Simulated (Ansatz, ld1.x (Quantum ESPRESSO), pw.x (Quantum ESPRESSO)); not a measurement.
# Which H potential is closest to all-electron in the bcc crystal?

All use LDA (PW92), scalar-relativistic, no spin, cutoffs from each file’s atomic test, pw.x 7.5; 18³ k-points, Fermi–Dirac smearing 0.01 Ry. Δ is the rms difference from all-electron LAPW of the E(V) curves that follow from fits to the pressures, over ±6 % in volume. Mesh and smearing are coarse and serve the comparison alone. The files are a selection: those with a ghost or negative overlap were mostly not run, and those with noisy or unconverged pressures or nearly equal Δ are left out.

All-electron: a0 = 1.799 Å (V0 = 2.91 Å³/atom), B0 = 114.6 GPa.

Task: Rank them by Δ, smallest first.
A. norm-conserving Troullier–Martins (Kleinman–Bylander form), ld1.x (Quantum ESPRESSO) 7.5, LDA (PW92); core none, reference 1s1; waves: 2p channel at 0.15 Ry: rc 1.40 bohr; 1s (bound): rc 1.50 bohr; local part: the s channel; core correction: none.
B. PAW, ld1.x (Quantum ESPRESSO) 7.5, LDA (PW92); core none, reference 1s1; waves: 1s (bound): rcut 1.55, rcutus 1.65 bohr; 1s channel at 0.6 Ry: rcut 1.55, rcutus 1.65 bohr; 2p channel at 0.2 Ry: rcut 1.25, rcutus 1.55 bohr; 2p channel at 0.95 Ry: rcut 1.25, rcutus 1.55 bohr; local part: all-electron potential smoothed inside 1.60 bohr (lloc = -1); core correction: none; augmentation: PSQ, inside the norm-conserving radii.
C. norm-conserving Troullier–Martins (Kleinman–Bylander form), ld1.x (Quantum ESPRESSO) 7.5, LDA (PW92); core none, reference 1s1; waves: 2p channel at 0.05 Ry: rc 1.50 bohr; 1s (bound): rc 1.40 bohr; local part: the s channel; core correction: none.

Result: B (0.5 meV/atom), C (0.9 meV/atom), A (1.4 meV/atom).
